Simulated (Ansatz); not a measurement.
## A small benchmark: atomisation enthalpy at 298 K

8 molecules with open shells; the atomisation enthalpy at 298 K in kJ/mol, computed less measured. Shapes, held fixed at every level: PBE0-D4/def2-TZVP. Flexible molecules stand in one conformer, not always the lowest. Thermal terms are harmonic and unscaled (PBE0-D4/def2-TZVP); the spin-orbit lowering of the free atoms is taken from their spectra. Programs: Ansatz 0.2.0. Measured values: Active Thermochemical Tables.

Levels: A = BHLYP-D4/def2-TZVPP; B = B2PLYP/def2-TZVPP; C = CCSD/def2-TZVPP.

| molecule | from tabulated heats | A | B | C |
| --- | --- | --- | --- | --- |
| N2H (dinitrogen monohydride) | 913 | -62 | +7 | -88 |
| C2HO (SMILES C#C[O]) | 1723 | -98 | +1 | -113 |
| CH3 (methyl radical) | 1224 | -10 | -5 | -32 |
| CH3O (hydroxymethyl radical) | 1636 | -62 | -13 | -71 |
| N2H3 (hydrazinyl radical) | 1374 | -48 | +1 | -94 |
| C2H3O (acetyl radical) | 2347 | -95 | -12 | -113 |
| C3H3 (cyclopropenyl radical) | 2318 | -75 | -13 | -117 |
| C2H5O (ethoxy radical) | 2784 | -66 | -20 | -104 |

(1) Sum up the errors.

Results:

(1) 
```csv
level,kind,mean error,mean absolute error,worst case
BHLYP-D4/def2-TZVPP,global hybrid,-64.5,64.5,C2HO
B2PLYP/def2-TZVPP,double hybrid,-6.8,9.0,C2H5O
CCSD/def2-TZVPP,coupled cluster or CI,-91.5,91.5,C3H3
```

On this set B2PLYP/def2-TZVPP has the smallest mean absolute error and CCSD/def2-TZVPP the largest. BHLYP-D4/def2-TZVPP is too low in 8 of 8; CCSD/def2-TZVPP is too low in 8 of 8. Correlated wave functions converge slowly with the basis. CCSD also lacks the triples, which bind further. Spin contamination: N2H (⟨S²⟩ up to 0.85), C2HO (⟨S²⟩ up to 0.81). Open shells run unrestricted. The set is small.
